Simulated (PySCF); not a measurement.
**Working out the ionisation energy of Al**

Al [Ne] 3s2 3p1 (2P) → Al⁺ [Ne] 3s2 (1S). Calculation: PySCF 2.14, in aug-cc-pVDZ-DK (5s4p2d, 27 functions); scalar relativity by spin-free X2C-1e. Frozen: [Ne]. Energies in hartree (1 hartree = 27.21139 eV):

| part | Al (lower) | Al⁺ (upper) |
| --- | --- | --- |
| UHF | -242.309082 | -242.103803 |
| CCSD correlation | -0.047669 | -0.038526 |
| (T) | -0.000782 | 0.000000 |

**Question.** What does Hartree-Fock give?

**Answer.** (-242.103803) − (-242.309082) = 0.205279 hartree = 5.586 eV.

**Question.** What do CCSD and CCSD(T) give?

**Answer.** The CCSD correlation energies differ by 0.009143 hartree = 0.249 eV and the triples by 0.000782 hartree = 0.021 eV, so CCSD gives 5.835 eV and CCSD(T) 5.856 eV.

Measured between the centres of the two terms (NIST): 5.977 eV, so CCSD(T) (valence) is off by -0.121 eV.

A double-zeta basis recovers only part of the correlation energy.

What remains against the reference includes basis incompleteness, the frozen core and higher excitations.
